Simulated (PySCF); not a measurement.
**Ways to converge the SCF of BS**

The same problem is solved with other solver options, one edit a run.

Program: PySCF 2.14.0. Level of theory: method and basis as typed in the scripts. These are calculated values, not measurements.

3 further runs of the same task are left out: 3 that didn't finish.

### Step 1. Starting geometry

BS: 2 atoms, charge 0, spin multiplicity 2.

Bond lengths: B1–S2 1.701 Å.

### Step 2. The base run

input.py

```python
from pyscf import gto, scf, mp

mol = gto.M(
    atom='B 0 0 0; S 0 0 1.701',
    basis='sto-3g',
    charge=0,
    spin=1,
    verbose=4,
)
mf = scf.UHF(mol)
mf.kernel()
mp.MP2(mf, frozen=6).kernel()
mf.dip_moment()
print('orbital energies (hartree):', [e[max(0, n-3):n+3].round(4) for e, n in zip(mf.mo_energy, mol.nelec)])
```

On the command line:

```
OMP_NUM_THREADS=1 python input.py
```

The log of this run is left out.

Base result: E(SCF) = -417.451946 Eh, 14 cycles, E(MP2) − E(SCF) = -0.07628 Eh, ⟨S²⟩ = 1.171, μ = 0.94 D (of the SCF density).

⟨S²⟩ = 1.17 against 0.75 for a pure state: the determinant is spin-contaminated. The bond length is a typed value, not an optimised one.

### Step 3. Damping 0.2

Edit 1 changes damping: none → 0.2.

input.py

```python
from pyscf import gto, scf, mp

mol = gto.M(
    atom='B 0 0 0; S 0 0 1.701',
    basis='sto-3g',
    charge=0,
    spin=1,
    verbose=4,
)
mf = scf.UHF(mol)
mf.damp = 0.2
mf.diis_start_cycle = 8
mf.kernel()
mp.MP2(mf, frozen=6).kernel()
mf.dip_moment()
print('orbital energies (hartree):', [e[max(0, n-3):n+3].round(4) for e, n in zip(mf.mo_energy, mol.nelec)])
```

On the command line:

```
OMP_NUM_THREADS=1 python input.py
```

### Step 4. Level shift 1 hartree

Edit 2 changes level shift: none → 1 hartree.

Edit input.py of step 2 so:

```diff
@@ -10,2 +10,3 @@
 mf = scf.UHF(mol)
+mf.level_shift = 1.0
 mf.kernel()
```

What does the calculation give? Wanted: for each run, E(SCF); from base; gap, α spin; SCF dipole; after the SCF.

As calculated:

| run | E(SCF) (hartree) | from base (eV) | cycles | gap, α spin (eV) | SCF dipole (D) | after the SCF |
| --- | --- | --- | --- | --- | --- | --- |
| base | -417.451946 | 0 | 14 | 13.33 | 0.94 | MP2 correlation -2.076 eV, core frozen |
| damping 0.2 | -417.451946 | 0.0000 | 17 | 13.33 | 0.94 | MP2 correlation -2.076 eV, core frozen |
| level shift 1 hartree | -417.451946 | 0.0000 | 34 | 13.33 | 0.94 | MP2 correlation -2.075 eV, core frozen |

Distance from each run's final energy (log10 hartree) by cycle:

| run | cycle 1 | cycle 2 | cycle 3 | cycle 5 | cycle 8 | cycle 12 |
| --- | --- | --- | --- | --- | --- | --- |
| base | -0.9 | -0.9 | -1.8 | -2.1 | -3.3 | -7.4 |
| damping 0.2 | -0.9 | -1.3 | -1.6 | -1.9 | -2.1 | -3.2 |
| level shift 1 hartree | -0.7 | -1.2 | -1.4 | -1.7 | -2.0 | -2.4 |

**Reading.** The SCF energy stays the same, to the digits that matter, with damping 0.2 or level shift 1 hartree. The base needs 14 cycles and the run with level shift 1 hartree needs 34.
